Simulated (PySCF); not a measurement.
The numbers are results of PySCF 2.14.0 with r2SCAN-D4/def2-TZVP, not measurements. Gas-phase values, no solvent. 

Reference species (SMILES): `S[Si](Cl)(Cl)Cl` (neutral, multiplicity 1).

```
Item                      Result
----------------------  --------
S1 oscillator strength     0.006
LUMO                    -1.30 eV
HOMO                    -7.24 eV
```

Changed species: `Cl[Si](Cl)(Cl)Cl` (0 of 4 Cl replaced by SH; the reference has 1 of 4 Cl replaced by SH).

Question: What does the change do to the S1 oscillator strength, LUMO and HOMO?

Answer: the S1 oscillator strength is nearly the same; the LUMO rises by 0.04 eV, to -1.26 eV; the HOMO falls by 1.26 eV, to -8.50 eV.
